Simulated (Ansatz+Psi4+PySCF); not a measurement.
doublet C2H4(+): levels of theory in one basis

```
atom    x (Å)    y (Å)   z (Å)
   C   0.6675   0.0000  0.0000
   C  -0.6775   0.0000  0.0000
   H   1.2377   0.9228  0.0000
   H   1.2377  -0.9228  0.0000
   H  -1.2377   0.9228  0.0000
   H  -1.2377  -0.9228  0.0000
```

Basis set: cc-pVTZ (spherical functions). Frozen core: 2 orbitals. Correlation on ROHF uses semicanonical orbitals with singles. Charge 1, multiplicity 2.

Computed with Ansatz (development build ahead of 0.2.0) and Psi4 1.11; each method stands on the lowest determinant of its kind that the runs found.

```tsv
method	E − E(ROHF) (eV)	<S²> of the determinant
ROHF	0.00	0.75
UHF	-0.07	0.75
ROHF-MP2	-7.46	–
UHF-MP2	-7.45	0.75
```

Caution for ROHF-MP2, UHF-MP2: MP2 on this radical cation hangs on the determinant chosen.
